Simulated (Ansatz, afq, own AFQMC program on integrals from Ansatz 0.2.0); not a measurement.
BGeH3, singlet: AFQMC among the cluster methods

```xyz
5

Ge   -0.0475    0.0000    0.4693
B     0.2512    0.0000   -2.9898
H     0.3957    1.2770    1.1871
H     0.3957   -1.2770    1.1871
H    -0.0655    0.0000   -4.1299
```

Connectivity, by distances: GeH2 ··· BH.

Basis cc-pVDZ. Noble-gas cores (and the filled d shells of Ga–Kr and In–Xe) are frozen. Integrals, coupled cluster, full CI and functionals: Ansatz 0.2.0; the random walks run on the same integrals in our own AFQMC program. ph-AFQMC/CISD is guided by a CISD state made of CCSD amplitudes; releasing the constraint for a short imaginary time cuts its bias at the price of noise, slowly where states lie close. Error bars are statistical, one sigma. No spin–orbit coupling.

Determinant: RHF, the one that the program's search chose, which needn't be the lowest solution. The geometry is a point of a scan.

No full CI on the walks' own integrals is used here; CCSDT(Q) serves as the reference and is uncertain by about the last step of the cluster series.

Cautions: no relativity below Rb; no spin-orbit coupling; inner d shell frozen; higher spins were not checked; restricted determinant unstable towards unrestricted (UHF 399 meV lower, ⟨S²⟩ 1.03); the ph-AFQMC/HF walk drifts between its halves (2.6 errors).

```
T1 diagnostic                               : 0.0149
weight of the determinant in the CISD state : 0.843
size of the correlated space                : 10 electrons in 41 orbitals
```

Reference: CCSDT(Q), correlation energy -5.540 eV. The released energy is read at 2.40 1/Eh (meV from the phaseless value at times in 1/Eh: 4 ± 19 at 0.24, 2 ± 16 at 0.51, 0 ± 14 at 0.99, -10 ± 17 at 1.62, 7 ± 18 at 2.40).

```tsv
level	E − E(reference) (meV)	share of correlation (%)
HF	5540.1	0.00
MP2	1570.2	71.66
CCSD	151.1	97.27
CCSD(T)	40.9	99.26
CCSDT	5.2	99.91
ph-AFQMC/HF	-42.1 ± 48.8	100.76
ph-AFQMC/CISD	15.5 ± 16.0	99.72
released AFQMC	22.0 ± 18.4	99.60
```

A walk keeps the symmetry of its determinant, which the program's search chose and which needn't be the lowest solution, so a lower state of the same spin and another symmetry isn't excluded. Released energies are given only where the last usable release times agree within the noise; a slower fall can still hide under it.
